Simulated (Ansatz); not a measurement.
Program: Ansatz. Geometries: PBE0-D4/def2-TZVP. ΔE: electronic, gas phase. CCSD(T)/CBS adds triple-zeta CCSD(T) − MP2 to the extrapolated MP2 energy (def2 sets, frozen cores). This one scheme is used for every species. DFT in def2-TZVPP. B3LYP here is the variant with VWN-RPA as its local correlation; programs differ in this. HSE06 is defined as in plane-wave codes. No spin–orbit coupling; open shells (•) take unrestricted orbitals. Each species was taken in one conformer, which may not be the lowest.

`N[SiH2]S` + `[CH3]`• → `N[SiH2][S]`• + CH₄  (hydrogen abstraction from the S–H bond)

`N[SiH2]S`:

Z-matrix (Å, degrees):
```
Si
S 1 2.151
N 1 1.706 2 111.5
H 1 1.484 2 111.6 3 -117.8
H 1 1.485 2 105.8 3 122.4
H 2 1.343 1 94.3 3 -148.1
H 3 1.006 1 122.1 2 53.2
H 3 1.006 1 120.4 2 -98.6
```

`[CH3]`•:

Z-matrix (Å, degrees):
```
C
H 1 1.080
H 1 1.080 2 120.0
H 1 1.080 2 120.0 3 180.0
```

`N[SiH2][S]`•:

```xyz
7

N     1.013    0.285   -0.212
Si   -0.524   -0.440    0.076
S    -1.807    1.176    0.573
H     1.529    0.666    0.567
H     1.141    0.852   -1.037
H    -0.391   -1.406    1.193
H    -0.960   -1.134   -1.160
```

CH₄:

```xyz
5

C     0.000    0.000    0.000
H     0.026    0.282   -1.052
H     0.258   -1.054    0.100
H    -1.001    0.168    0.396
H     0.716    0.604    0.556
```

(1) Is it downhill or uphill in electronic energy at CCSD(T)/CBS, and by how much? (Estimate.)

(2) What do these levels give: PBE-D4, r2SCAN-D4, B3LYP-D4, r2SCANh-D4, HSE06-D4, HSE06, CAM-B3LYP, CCSD/def2-SVP, CCSD(T)/def2-SVP, SCS-MP2/def2-TZVPP, CCSD/def2-TZVPP, MP2/def2-QZVPP? (Best estimate.)

Largest T1 diagnostic among the species: 0.017.

Results:

(1) The calculation gave: Downhill: ΔE = -73.4 kJ/mol.

(2) Computed: PBE-D4 -86.4, r2SCAN-D4 -73.0, B3LYP-D4 -82.7, r2SCANh-D4 -70.9, HSE06-D4 -77.5, HSE06 -78.2, CAM-B3LYP -80.0, CCSD/def2-SVP -83.4, CCSD(T)/def2-SVP -84.0, SCS-MP2/def2-TZVPP -75.0, CCSD/def2-TZVPP -75.5, MP2/def2-QZVPP -70.1 kJ/mol.

At CCSD(T), def2-SVP lies −10.6 kJ/mol from the extrapolated value and def2-TZVPP −2.5 kJ/mol. From PBE to PBE0 (25 % exact exchange), in def2-TZVPP and without D4, ΔE moves by +9.5 kJ/mol.
